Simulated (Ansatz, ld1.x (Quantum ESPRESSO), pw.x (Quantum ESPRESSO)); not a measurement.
# What a changed setting does to a pw.x run (bcc Ru)

Potential: ultrasoft, ld1.x (Quantum ESPRESSO) 7.5, LDA (PW92); core [Ar] 3d10, reference 4s2 4p6 4d7 5s0.5 5p0; waves: 4s (bound): rcut 1.30, rcutus 1.65 bohr; 5s (bound): rcut 1.30, rcutus 1.65 bohr; 4p (bound): rcut 1.50, rcutus 1.75 bohr; 5p (bound, empty): rcut 1.50, rcutus 1.75 bohr; 4d (bound): rcut 1.60, rcutus 1.95 bohr; 4d channel at 2.45 Ry: rcut 1.60, rcutus 1.95 bohr; local part: all-electron potential smoothed inside 1.75 bohr (lloc = -2); core correction: Bessel-smoothed model core, default radius (core density twice the valence density); augmentation: PSQ, inside the norm-conserving radii.

The reference run (k-mesh 15³, cutoffs 60/480 Ry, Fermi–Dirac 0.01 Ry, mixing_beta 0.4, conv_thr 1e-9, no spin) gives 4.55 GPa at 13.522 Å³/atom, where all-electron LAPW gives 0.29 GPa. This run, with its own iteration cap, changes nosym to true.

```
&control
  calculation='scf', prefix='x', pseudo_dir='./', outdir='./tmp', tstress=.true., disk_io='none'
/
&system
  ibrav=0, nat=1, ntyp=1, ecutwfc=60, ecutrho=480, nbnd=16,
  occupations='smearing', smearing='fd', degauss=0.01, nosym=.true.
/
&electrons
  conv_thr=1e-09, mixing_beta=0.4, electron_maxstep=60
/
ATOMIC_SPECIES
Ru 1.0 Ru.UPF
CELL_PARAMETERS angstrom
  -1.50081437 1.50081437 1.50081437
  1.50081437 -1.50081437 1.50081437
  1.50081437 1.50081437 -1.50081437
ATOMIC_POSITIONS crystal
Ru 0.0000 0.0000 0.0000
K_POINTS automatic
15 15 15 0 0 0
```

```bash
pw.x < Ru.scf.in > Ru.scf.out
```

Q: How does the run end?

A: It converges in 11 iterations; the free energy moves by +0.0 meV/atom and the pressure by +0.02 GPa. The result is that of the reference run.

```
lattice parameter (alat)  =       4.9123  a.u.
     unit-cell volume          =      91.2510 (a.u.)^3
     number of electrons       =        16.00
     number of Kohn-Sham states=           16
     kinetic-energy cutoff     =      60.0000  Ry
     charge density cutoff     =     480.0000  Ry
     scf convergence threshold =      1.0E-09
     Exchange-correlation= PW
     number of k points=  1688  Fermi-Dirac smearing, width (Ry)=  0.0100
     iteration #  1     ecut=    60.00 Ry     beta= 0.40
     total energy              =    -258.64170422 Ry
     estimated scf accuracy    <       0.85744184 Ry
     iteration #  2     ecut=    60.00 Ry     beta= 0.40
     total energy              =    -258.82437764 Ry
     estimated scf accuracy    <       0.02642249 Ry
     iteration #  3     ecut=    60.00 Ry     beta= 0.40
     total energy              =    -258.83183704 Ry
     estimated scf accuracy    <       0.00570603 Ry
     iteration #  4     ecut=    60.00 Ry     beta= 0.40
     total energy              =    -258.83298156 Ry
     estimated scf accuracy    <       0.00167089 Ry
     iteration #  5     ecut=    60.00 Ry     beta= 0.40
     total energy              =    -258.83348337 Ry
     estimated scf accuracy    <       0.00088531 Ry
     iteration #  6     ecut=    60.00 Ry     beta= 0.40
     total energy              =    -258.83362081 Ry
     estimated scf accuracy    <       0.00001404 Ry
     iteration #  7     ecut=    60.00 Ry     beta= 0.40
     total energy              =    -258.83363216 Ry
     estimated scf accuracy    <       0.00000068 Ry
     iteration #  8     ecut=    60.00 Ry     beta= 0.40
     total energy              =    -258.83363204 Ry
     estimated scf accuracy    <       0.00000056 Ry
     iteration #  9     ecut=    60.00 Ry     beta= 0.40
     total energy              =    -258.83363210 Ry
     estimated scf accuracy    <       0.00000003 Ry
     iteration # 10     ecut=    60.00 Ry     beta= 0.40
     total energy              =    -258.83363211 Ry
     estimated scf accuracy    <          3.3E-09 Ry
     iteration # 11     ecut=    60.00 Ry     beta= 0.40
     the Fermi energy is    23.6591 ev
!    total energy              =    -258.83363211 Ry
     estimated scf accuracy    <          6.0E-10 Ry
     smearing contrib. (-TS)   =      -0.00808521 Ry
     The total energy is F=E-TS. E is the sum of the following terms:
     one-electron contribution =     -31.70501605 Ry
     hartree contribution      =      28.68848301 Ry
     xc contribution           =     -91.56330236 Ry
     ewald contribution        =    -164.24571151 Ry
     convergence has been achieved in  11 iterations
          total   stress  (Ry/bohr**3)                   (kbar)     P=       45.62
     Message from routine punch:
     Nothing written, as per user request (disk_io='none')
```

The run took about 4 min on one core of a shared host (Neoverse-V2, 96 threads, 742 GiB, load 28).
